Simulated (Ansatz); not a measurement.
For fcc Pb, PBE in Ansatz (plane waves, PAW) gives:

- lattice parameter a = 5.040 Å
- bulk modulus = 39.2 GPa

Task: What does r²SCAN+SOC (Ansatz, a first-principles code, PAW) give for the same quantities?

Result: 
- lattice constant a: 5.002 Å (shrinks by 0.8 %)
- bulk modulus: 41.6 GPa (rises by 6.1 %)

For comparison: lattice constant a 4.902 Å (measured, low-temperature or extrapolated to 0 K; zero-point anharmonic expansion removed, our sources range from 4.902 to 4.912; as tabulated in Csonka et al. (2009), arXiv:0903.4037); bulk modulus 47 GPa (measured, corrected for temperature and zero-point phonon effects; as tabulated in Levämäki et al. (2014), arXiv:1402.3671).

Changes are worked out from the printed values.

Unless a cell is named, each level is at its own relaxed cell (PBE 32.01, r²SCAN+SOC 31.28 Å³/atom).

Levels without +SOC leave out spin–orbit coupling, which shifts energies and cells of such heavy elements.

Ansatz's density-functional and Hartree–Fock values are scalar-relativistic unless marked +SOC, with PAW data made under PBE.
